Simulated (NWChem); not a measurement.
System: ethanethiol (C2H6S); SMILES CCS

The following NWChem deck was run.

```
start job
memory heap 200 mb stack 900 mb global 1100 mb
geometry units angstroms
  C      0.368206    -1.629394    -0.058445
  C     -0.632012    -0.494513     0.043069
  S      0.100276     1.169517    -0.070791
  H     -0.145643    -2.604424    -0.041489
  H      1.078445    -1.611922     0.783099
  H      0.950917    -1.560308    -0.988868
  H     -1.346653    -0.526065    -0.794459
  H     -1.229321    -0.563555     0.965392
  H      0.833590     1.096238     1.061508
end
basis spherical
  * library 6-31g*
end
dft
  xc b3lyp
  iterations 150
end
driver
  maxiter 120
end
task dft optimize
task dft freq
```

NWChem printed, in part:

```
             Northwest Computational Chemistry Package (NWChem) 7.3.0
             --------------------------------------------------------

 C1  symmetry detected

                             Geometry "geometry" -> ""
                             -------------------------

 Output coordinates in angstroms (scale by  1.889725989 to convert to a.u.)

  No.       Tag          Charge          X              Y              Z
 ---- ---------------- ---------- -------------- -------------- --------------
    1 C                    6.0000     0.35901479    -1.63627285    -0.04943351
    2 C                    6.0000    -0.63904133    -0.49844554     0.03961161
    3 S                   16.0000     0.10006381     1.16349093    -0.05986911
    4 H                    1.0000    -0.15808014    -2.60970578    -0.04215540
    5 H                    1.0000     1.05673226    -1.62277722     0.80259302
    6 H                    1.0000     0.95568912    -1.56711718    -0.97095898
    7 H                    1.0000    -1.34126401    -0.52601540    -0.80849430
    8 H                    1.0000    -1.25019158    -0.56749439     0.95282144
    9 H                    1.0000     0.81625258     1.08556544     1.08303138

 Effective nuclear repulsion energy (a.u.)     107.0574005825

                                Z-matrix (autoz)
                                --------

 Units are Angstrom for bonds and degrees for angles

      Type          Name      I     J     K     L     M      Value
      ----------- --------  ----- ----- ----- ----- ----- ----------
    1 Stretch                  1     2                       1.51615
    2 Stretch                  1     4                       1.10228
    3 Stretch                  1     5                       1.10134
    4 Stretch                  1     6                       1.10001
    5 Stretch                  2     3                       1.82159
    6 Stretch                  2     7                       1.10144
    7 Stretch                  2     8                       1.10101
    8 Stretch                  3     9                       1.35101
    9 Bend                     1     2     3               114.48107
   10 Bend                     1     2     7               110.83532
   11 Bend                     1     2     8               111.53379
   12 Bend                     2     1     4               110.70477
   13 Bend                     2     1     5               111.24790
   14 Bend                     2     1     6               111.04454
   15 Bend                     2     3     9                96.67679
   16 Bend                     3     2     7               103.85527
   17 Bend                     3     2     8               109.13143
   18 Bend                     4     1     5               107.63230
   19 Bend                     4     1     6               108.39180
   20 Bend                     5     1     6               107.67975
   21 Bend                     7     2     8               106.45113
   22 Torsion                  1     2     3     9         -64.38758
   23 Torsion                  3     2     1     4        -176.69423
   24 Torsion                  3     2     1     5          63.67518
   25 Torsion                  3     2     1     6         -56.24156
   26 Torsion                  4     1     2     7         -59.64087
   27 Torsion                  4     1     2     8          58.77835
   28 Torsion                  5     1     2     7        -179.27146
   29 Torsion                  5     1     2     8         -60.85224
   30 Torsion                  6     1     2     7          60.81180
   31 Torsion                  6     1     2     8         179.23102
   32 Torsion                  7     2     3     9         174.62595
   33 Torsion                  8     2     3     9          61.40383

                           NWChem Geometry Optimization
                           ----------------------------

 maximum gradient threshold         (gmax) =   0.000450
 rms gradient threshold             (grms) =   0.000300
 maximum cartesian step threshold   (xmax) =   0.001800
 rms cartesian step threshold       (xrms) =   0.001200
 fixed trust radius                (trust) =   0.300000
 source of zmatrix                         =   autoz

          -------------------
          Energy Minimization
          -------------------

 Using diagonal initial Hessian
 Scaling for Hessian diagonals: bonds = 1.00  angles = 0.25  torsions = 0.10

          --------
          Step   0

                                 NWChem DFT Module
                                 -----------------

 Summary of "ao basis" -> "ao basis" (spherical)
 ------------------------------------------------------------------------------
       Tag                 Description            Shells   Functions and Types
 ---------------- ------------------------------  ------  ---------------------
 C                           6-31g*                  6       14   3s2p1d
 S                           6-31g*                  8       18   4s3p1d
 H                           6-31g*                  2        2   2s

            General Information
            -------------------
          SCF calculation type: DFT
          Wavefunction type:  closed shell.
          No. of atoms     :     9
          No. of electrons :    34
           Alpha electrons :    17
            Beta electrons :    17
          Charge           :     0
          Spin multiplicity:     1
          Use of symmetry is: off; symmetry adaption is: off
          Maximum number of iterations: 150
          AO basis - number of functions:    58
                     number of shells:    32
          Convergence on energy requested:  1.00D-06
          Convergence on density requested:  1.00D-05
          Convergence on gradient requested:  5.00D-04

[...]

      ----------------------
      Optimization converged
      ----------------------

  Step       Energy      Delta E   Gmax     Grms     Xrms     Xmax
  ---- ---------------- -------- -------- -------- -------- --------
@    9    -478.00947776 -2.2D-07  0.00001  0.00001  0.00042  0.00101
                                     ok       ok       ok       ok

                                Z-matrix (autoz)
                                --------

 Units are Angstrom for bonds and degrees for angles

[...]

 Rotational Constants
 --------------------
 A=   0.960742 cm-1  (  1.382262 K)
 B=   0.172599 cm-1  (  0.248325 K)
 C=   0.158441 cm-1  (  0.227957 K)

 Temperature                      =   298.15K
 frequency scaling parameter      =   1.0000

 Zero-Point correction to Energy  =   47.270 kcal/mol  (  0.075329 au)
 Thermal correction to Energy     =   50.179 kcal/mol  (  0.079966 au)
 Thermal correction to Enthalpy   =   50.771 kcal/mol  (  0.080910 au)

 Total Entropy                    =   67.893 cal/mol-K
   - Translational                =   38.277 cal/mol-K (mol. weight =  62.0190)
   - Rotational                   =   23.623 cal/mol-K (symmetry #  =        1)
   - Vibrational                  =    5.993 cal/mol-K

 Cv (constant volume heat capacity) =   14.848 cal/mol-K
   - Translational                  =    2.979 cal/mol-K
   - Rotational                     =    2.979 cal/mol-K
   - Vibrational                    =    8.889 cal/mol-K

[normal modes left out]

 ----------------------------------------------------------------------------
 Normal Eigenvalue ||           Projected Infra Red Intensities
  Mode   [cm**-1]  || [atomic units] [(debye/angs)**2] [(KM/mol)] [arbitrary]
 ------ ---------- || -------------- ----------------- ---------- -----------
    1       -0.000 ||    0.000912           0.021         0.889       1.010
    2       -0.000 ||    0.001305           0.030         1.272       1.445
    3        0.000 ||    0.000031           0.001         0.030       0.034
    4        0.000 ||    0.000662           0.015         0.645       0.733
    5        0.000 ||    0.000453           0.010         0.442       0.502
    6        0.000 ||    0.000739           0.017         0.721       0.819
    7      217.041 ||    0.019978           0.461        19.475      22.122
    8      261.955 ||    0.002045           0.047         1.993       2.264
    9      328.089 ||    0.002113           0.049         2.060       2.339
   10      650.817 ||    0.004848           0.112         4.726       5.368
   11      744.871 ||    0.001950           0.045         1.901       2.159
   12      883.052 ||    0.008900           0.205         8.676       9.855
   13      992.386 ||    0.007121           0.164         6.942       7.885
   14     1078.393 ||    0.000207           0.005         0.202       0.230
   15     1138.068 ||    0.012473           0.288        12.159      13.811
   16     1296.795 ||    0.003924           0.091         3.825       4.345
   17     1330.455 ||    0.026143           0.603        25.485      28.948
   18     1440.748 ||    0.002229           0.051         2.173       2.469
   19     1508.656 ||    0.001301           0.030         1.269       1.441
   20     1521.526 ||    0.008504           0.196         8.290       9.417
   21     1529.802 ||    0.002584           0.060         2.519       2.861
   22     2668.573 ||    0.024858           0.573        24.233      27.526
   23     3046.741 ||    0.027201           0.628        26.517      30.121
   24     3076.676 ||    0.015251           0.352        14.868      16.888
   25     3107.619 ||    0.025388           0.586        24.750      28.113
   26     3119.047 ||    0.009972           0.230         9.721      11.042
   27     3140.293 ||    0.032739           0.755        31.916      36.253
 ----------------------------------------------------------------------------
```

Level: B3LYP/6-31G* (spherical d). B3LYP is NWChem's, with the RPA form of VWN correlation.
